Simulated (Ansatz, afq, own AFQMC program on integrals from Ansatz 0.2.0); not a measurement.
## Where AFQMC and coupled cluster stand for SiBrCl, singlet

```yaml
atoms:
  - { symbol: Cl, position_ang: [0.7220, 1.4325, 0.5421] }
  - { symbol: Si, position_ang: [-0.7702, 0.2997, -0.3858] }
  - { symbol: Br, position_ang: [0.0373, -1.7970, -0.1696] }
```

Connectivity, by distances: Cl–Si–Br.

Basis def2-TZVP. Noble-gas cores (and the filled d shells of Ga–Kr and In–Xe) are frozen. AFQMC by an in-house program on the Cholesky factors that Ansatz 0.2.0 writes for its CCSD(T) run. The CISD trial takes its coefficients from CCSD amplitudes. Released means that phaseless walkers are propagated on without the constraint, phases kept. Uncertainties: one standard error, sampling alone. No spin–orbit coupling.

Determinant: RHF, the one that the program's search chose, which needn't be the lowest solution. The geometry is a PBE0/def2-SVP stationary point of this or a neighbouring charge and spin state.

No full CI on the walks' own integrals is used here; CCSDT(Q) serves as the reference and is uncertain by about the last step of the cluster series.

Cautions: no relativity below Rb; no spin-orbit coupling; inner d shell frozen; restricted determinant unstable towards unrestricted (UHF 6 meV lower, ⟨S²⟩ 0.10).

The T1 diagnostic is 0.0138. The weight of the determinant in the CISD state is 0.804 and the size of the correlated space is 18 electrons in 98 orbitals.

| level | correlation energy (eV) |
| --- | --- |
| MP2 | -11.9565 |
| CCSD | -13.0079 |
| CCSD(T) | -13.6231 |

Q: Estimate where AFQMC with the constraint released lies against CCSD(T) on the same integrals.

A: 79.6 ± 10.6 meV below CCSD(T).

Reference: CCSDT(Q), correlation energy -13.693 eV. The released energy is read at 1.50 1/Eh (meV from the phaseless value at times in 1/Eh: -5 ± 7 at 0.24, -8 ± 9 at 0.51, -10 ± 8 at 0.99, -13 ± 11 at 1.50).

```tsv
level	E − E(reference) (meV)	share of correlation (%)
CCSD(T)	69.7	99.49
CCSDT	34.3	99.75
ph-AFQMC/CISD	3.3 ± 8.0	99.98
released AFQMC	-9.9 ± 10.6	100.07
```

A walk keeps the symmetry of its determinant, which the program's search chose and which needn't be the lowest solution, so a lower state of the same spin and another symmetry isn't excluded. Released energies are given only where the last usable release times agree within the noise; a slower fall can still hide under it.
